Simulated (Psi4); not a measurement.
Process, species as SMILES: [C-]#[NH+] (C-NH) + 3 [H][H] (H2) → C (CH4) + N (NH3)
B3LYP-D3(BJ)/def2-TZVP geometries, fixed; electronic energies without zero-point terms.
Largest species:
```
C
H 1 1.0892
H 1 1.0892 2 109.47
H 1 1.0892 2 109.47 3 120.00
H 1 1.0892 2 109.47 3 -120.00
```

How fast the energy of full hydrogenation converges with the basis for several methods (Psi4): deviation from each method's own reference, in kcal/mol. References: HF -88.03 kcal/mol, the value in aug-cc-pVQZ; MP2 -93.51 kcal/mol, Hartree-Fock in aug-cc-pVQZ plus the correlation part extrapolated as X^-3 from aug-cc-pVTZ and aug-cc-pVQZ; PBE -96.98 kcal/mol, the value in aug-cc-pVQZ; PBE0 -102.13 kcal/mol, the value in aug-cc-pVQZ. All functions are spherical. Density fitting with the program's default auxiliary sets. In correlated methods cores are frozen. Psi4's default fitting sets serve the pcseg sets less well. No added dispersion term, no relativity. 

```tsv
basis	functions	HF	MP2	PBE	PBE0
STO-3G	11	-29.31	15.81	-8.83	?
3-21G	20	0.55	24.82	8.19	?
6-311+G**	50	-1.03	4.88	0.09	?
6-311++G(2d,2p)	67	-2.19	2.22	-1.37	?
def2-TZVPD	83	0.94	4.93	1.27	?
6-311++G(3df,3pd)	111	-0.07	0.70	-0.14	?
aug-pcseg-2	138	-0.57	-0.26	-0.35	?
def2-QZVPPD	195	-0.01	0.05	0.20	?
```

Q: Complete the blanks.

A: 
- STO-3G, PBE0: -13.68
- 3-21G, PBE0: 5.44
- 6-311+G**, PBE0: -0.23
- 6-311++G(2d,2p), PBE0: -1.63
- def2-TZVPD, PBE0: 1.14
- 6-311++G(3df,3pd), PBE0: -0.11
- aug-pcseg-2, PBE0: -0.39
- def2-QZVPPD, PBE0: 0.11

Mean absolute deviation over 6-311+G**, 6-311++G(2d,2p), def2-TZVPD, 6-311++G(3df,3pd), aug-pcseg-2: PBE 0.65, PBE0 0.70, HF 0.96, MP2 2.60 kcal/mol.
